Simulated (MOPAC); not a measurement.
MOPAC input (PM6):

```
PM6 FORCE THERMO(298,298) PRECISE LET GEO-OK AUX(PRECISION=9) THREADS=1
C3H6O

O     0.00641952 1    0.00083028 1    1.39636459 1
C     0.00085749 1    0.00010996 1    0.18678257 1
C    -0.00536631 1    1.27312944 1   -0.61295627 1
C    -0.00026172 1   -1.27385712 1   -0.61146763 1
H     0.00270301 1    2.15436247 1    0.04645430 1
H    -0.00226413 1   -2.15430459 1    0.04903644 1
H    -0.89552054 1    1.35042469 1   -1.24928762 1
H     0.87093835 1    1.34795448 1   -1.26839392 1
H     0.88400478 1   -1.35191153 1   -1.25586172 1
H    -0.88255536 1   -1.34945645 1   -1.25873277 1
```

Task: Which zero-point energy does it print?

Result: 47.86 kcal/mol, from the harmonic wavenumbers of PM6.
